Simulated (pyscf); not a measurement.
Single points on ωB97X-D3(BJ)/def2-SVP structures (PySCF, gas phase).

Question: F–SiH₂–O–SiH₃ + H₂O → HO–SiH₂–O–SiH₃ + HF
Surface: singlet. Broken: F–Si, H–O. Formed: O–Si, F–H. Give ΔE‡ and ΔE from PBE0-D3(BJ)/def2-TZVP, relative to the separated reactants.

Answer: ΔE‡ = 23.9 kcal/mol, ΔE = +9.5 kcal/mol. ωB97M-D3(BJ)/def2-TZVP gives 25.5 kcal/mol and +10.1 kcal/mol. Zero-point energy shifts the barrier by +1.2 kcal/mol. It is a four-centre exchange, with an imaginary mode of 572i cm⁻¹. On the reactant side the descent ends in a complex (not fully relaxed), 6.1 kcal/mol under the separated species and 31.5 kcal/mol under the saddle at ωB97X-D3(BJ)/def2-TZVP. On the product side the descent ends in a bound adduct, 8.8 kcal/mol under the separated species and 24.4 kcal/mol under the saddle at ωB97X-D3(BJ)/def2-TZVP. This is the saddle that the search found; another between the same sides may lie lower.
